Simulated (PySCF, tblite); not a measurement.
C₄H₁₀P (charge -1).
Atom-mapped SMILES: `[CH3:1][C:2]([CH3:3])([CH3:4])[PH-:5]` (hydrogens: H6, H7, H8 on C1; H9, H10, H11 on C3; H12, H13, H14 on C4; H15 on P5)

Structure optimised with GFN2-xTB, isolated species.

(1) List the bond lengths and angles at this level.

## Answers

(1) 
| bond | length (bohr) | order |
| --- | --- | --- |
| C1–C2, C2–C3, C2–C4 | 2.888 | single |
| C2–P5 | 3.588 | single |
| C1–H6 and 8 like bonds | 2.062 | single |
| P5–H15 | 2.577 | single |

Bonds in one row agree within 0.02 bohr and their mean is given. Orders are formal, as drawn. A selection of angles:
| angle | degrees |
| --- | --- |
| C2–C1–H6 | 110.2 |
| C2–C1–H7 | 110.8 |
| H6–C1–H7 | 108.8 |
| H6–C1–H8 | 108.0 |
| C1–C2–C3 | 109.0 |
| C1–C2–P5 | 111.0 |
| C4–C2–P5 | 108.0 |
| C2–P5–H15 | 92.4 |

Of the pairs four or more bonds apart, H11···H12 is among the closest relative to their van der Waals radii: 2.51 Å, 105 % of the sum of Bondi's values. All 3 C–C bonds measure 1.527 to 1.529 Å.

Point group: Cs (tolerance 0.08 Å). Its GFN2-xTB frequencies are all real (lowest 175 cm⁻¹).

The values belong to the conformer `[CH3:1][C:2]([CH3:3])([CH3:4])[PH-:5]`: H–P5–C2–C1 61°.

The numbers are calculated, not measured.
